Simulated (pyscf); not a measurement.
CH₄ + HO–InH₂ → H₃C–InH₂ + H₂O (four-centre exchange; singlet surface; C–H, In–O broken, C–In, H–O formed). Single points on ωB97X-D3(BJ)/def2-SVP structures (PySCF, gas phase). Correlated levels are frozen-core, on RHF or UHF. ΔMP2 is the change of the MP2 total energy from the triple- to the quadruple-zeta basis. Energies in kJ/mol from the separated reactants.

```json
[
 {"level": "PBE/def2-TZVP", "barrier": "107.7", "reaction energy": "+75.6"},
 {"level": "M06-2X/def2-TZVP", "barrier": "112.3", "reaction energy": "+76.8"},
 {"level": "ωB97M-D3(BJ)/def2-TZVP", "barrier": "121.0", "reaction energy": "+70.4"},
 {"level": "HF/def2-TZVP", "barrier": "185.7", "reaction energy": "+75.1"},
 {"level": "MP2/def2-QZVPP", "barrier": "111.9", "reaction energy": "+65.7"},
 {"level": "CCSD/def2-TZVPP", "barrier": "(withheld)", "reaction energy": "+63.2"},
 {"level": "CCSD(T)/def2-TZVPP + ΔMP2(QZVPP)", "barrier": "(withheld)", "reaction energy": "(withheld)"}
]
```

Question: Complete the blanks.

Answer: 
- CCSD/def2-TZVPP, barrier: 129.7
- CCSD(T)/def2-TZVPP + ΔMP2(QZVPP), barrier: 118.6
- CCSD(T)/def2-TZVPP + ΔMP2(QZVPP), reaction energy: +66.1

On the product side the descent ends in an adduct with a In–O contact, 56.1 kJ/mol under the separated species and 101.7 kJ/mol under the saddle at ωB97X-D3(BJ)/def2-TZVP. What is counted as broken (In–O) persists as a longer contact in the product adduct; parting that adduct is a step of its own. This is the saddle that the search found; another between the same sides may lie lower. The CCSD(T) − MP2 part came from Ansatz, without density fitting, on the same reference. The frozen core leaves the outer d or s,p core shells of the metals and heavy elements correlated in the MP2 and CC values, and def2-TZVPP describes them poorly, which can shift differences by a few kcal/mol. Elements past Kr carry the def2 core potentials, without spin-orbit coupling.
